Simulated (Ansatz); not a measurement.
**AlH2S2 radical: up Jacob's ladder to CCSD(T)**

An exercise on one series of results from a longer session: the logs are not shown, and one member is left open.

The runs use Ansatz 0.2.0, Gaussian basis; functionals in def2-TZVPP, the program's frozen cores in correlated methods.

Levels to be run: PBE-D4, r2SCAN-D4, PBE0-D4, B3LYP-D4, ωB97X-V, ωB97M-V, B2PLYP; CCSD(T)/def2-TZVPP; CCSD(T)/def2-QZVPP; extrapolation to the limit.

## The relaxed structure

An earlier PBE0-D4 in a triple-zeta def2 set relaxation fixed the geometry.

SMILES `[SH][Al][SH]`, 5 atoms, charge 0, spin multiplicity 2.

Atoms are counted from 1 here; the program's logs count them from 0.

Bond lengths: S1–Al2 2.200 Å, S1–H4 1.346 Å, Al2–S3 2.201 Å, S3–H5 1.344 Å. Angles: Al2–S1–H4 92.8°, S1–Al2–S3 116.2°, Al2–S3–H5 93.7°.

Geometry (Å):

```xyz
5

S    -1.81044    0.37113   -1.12925
Al   -0.56901   -0.75476    0.29576
S     1.45238    0.03681    0.65779
H    -0.84379    1.28065   -1.35495
H     1.77085   -0.93384    1.53064
```

Set-up of the first run:

Contents of in.yaml:

```yaml
crystal:
  periodic: [false, false, false]
  atoms:
    - {symbol: S, position_ang: [-1.810437, 0.371135, -1.129249]}
    - {symbol: Al, position_ang: [-0.569010, -0.754762, 0.295762]}
    - {symbol: S, position_ang: [1.452382, 0.036808, 0.657789]}
    - {symbol: H, position_ang: [-0.843795, 1.280646, -1.354953]}
    - {symbol: H, position_ang: [1.770849, -0.933837, 1.530641]}
basis:
  gaussian: {orbitals: def2-TZVPP}
magnetization: {spin_polarized: true, initial_magnetization: 1}
hamiltonian: {xc: pbe, dispersion: d4}
output: {forces: true, orbitals: {seedname: orbitals}}
```

The run is started by

```bash
> ansatz run in.yaml --threads 2 --pin off --events-out ev --progress --plain --max-ram 31744MiB --backend cpu
```

Among the steps run: PBE-D4 (GGA); r2SCAN-D4 (meta-GGA); PBE0-D4 (hybrid); B3LYP-D4 (hybrid); ωB97X-V (range-separated); ωB97M-V (range-separated); B2PLYP (double hybrid); CCSD(T) in def2-TZVPP; CCSD(T) in def2-QZVPP.

One table of the session follows, with a row left open; its other results are not shown here.

```
            method  atomisation energy (eV)
            PBE-D4                   14.247
         r2SCAN-D4                   14.317
           PBE0-D4                   14.033
          B3LYP-D4                   13.861
           ωB97X-V                        ?
           ωB97M-V                   14.087
            B2PLYP                   13.668
     HF/def2-TZVPP                    9.983
    MP2/def2-TZVPP                   13.767
   CCSD/def2-TZVPP                   13.196
CCSD(T)/def2-TZVPP                   13.491
           MP2/CBS                   14.292
       CCSD(T)/CBS                   14.071
```

Estimate the missing values for ωB97X-V.

The run gave: atomisation energy (eV): 14.112. In the column «atomisation energy (eV)» it lies between ωB97M-V (14.087) and PBE-D4 (14.247).

Limits of these values: Free atoms (2 S, 1 Al, 2 H) were run apart at each level; the atomisation energy is their sum less the molecule, without zero-point or spin-orbit terms.
